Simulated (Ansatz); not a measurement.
# C2H3N3: basis-set convergence

How large a basis does C2H3N3 need? Two functionals are run in growing sets.

Program: Ansatz 0.2.0, Gaussian basis. Level of theory: one geometry, several basis sets. These are calculated values, not measurements.

Levels to be run: PBE0-D4/def2-SVP; ωB97M-V/def2-SVP; PBE0-D4/def2-QZVPP; ωB97M-V/def2-QZVPP; the functionals' def2-TZVPP values are taken from earlier runs.

### Step 1. The relaxed structure

All runs share one geometry, relaxed beforehand with PBE0-D4 in a triple-zeta def2 set.

SMILES `c1nc[nH]n1`, 8 atoms, charge 0, spin multiplicity 1.

Atoms are counted from 1 here; the program's logs count them from 0.

Bond lengths: C1–N2 1.355 Å, C1–N5 1.316 Å, C1–H6 1.079 Å, N2–C3 1.313 Å, C3–N4 1.340 Å, C3–H7 1.080 Å, N4–N5 1.340 Å, N4–H8 1.005 Å. Angles: N2–C1–N5 115.0°, N2–C1–H6 123.3°, N5–C1–H6 121.6°, C1–N2–C3 102.7°, N2–C3–N4 109.8°, N2–C3–H7 126.7°, N4–C3–H7 123.5°, C3–N4–N5 110.5°, C3–N4–H8 129.4°, N5–N4–H8 120.1°, C1–N5–N4 102.0°.

### Step 2. PBE0-D4 in def2-SVP

File in.yaml:

```yaml
crystal:
  periodic: [false, false, false]
  atoms:
    - {symbol: C, position_ang: [-0.519380, 1.095951, -0.171611]}
    - {symbol: N, position_ang: [0.777508, 0.948371, 0.192102]}
    - {symbol: C, position_ang: [0.913910, -0.355966, 0.249802]}
    - {symbol: N, position_ang: [-0.246954, -0.947542, -0.064806]}
    - {symbol: N, position_ang: [-1.182280, -0.028464, -0.339426]}
    - {symbol: H, position_ang: [-0.988796, 2.056853, -0.316963]}
    - {symbol: H, position_ang: [1.810025, -0.900055, 0.507794]}
    - {symbol: H, position_ang: [-0.471832, -1.926347, -0.112692]}
basis:
  gaussian: {orbitals: def2-SVP}
hamiltonian: {xc: pbe0, dispersion: d4}
output: {orbitals: {seedname: orbitals}}
```

The run is started by

```sh
ansatz run in.yaml --threads 4 --pin off --events-out ev --progress --plain --max-ram 10444MiB
```

After this run come: ωB97M-V in def2-SVP; PBE0-D4 in def2-QZVPP; ωB97M-V in def2-QZVPP.

Before running them: what should the planned runs give, taken together? Wanted: PBE0-D4: double and triple zeta above quadruple; ωB97M-V: double and triple zeta above quadruple.

As calculated:

| quantity | value |
| --- | --- |
| PBE0-D4: double and triple zeta above quadruple | 7.72, 0.35 eV |
| ωB97M-V: double and triple zeta above quadruple | 7.96, 0.33 eV |

What this shows: For PBE0-D4 the step from double to triple zeta gains 7.37 eV and the next only 0.35 eV. Total energies overstate the basis error of differences, where much of it tends to cancel. The LUMO of ωB97M-V is positive and keeps falling with the basis (2.58 to 1.37 eV): an unbound level that the basis holds in place.
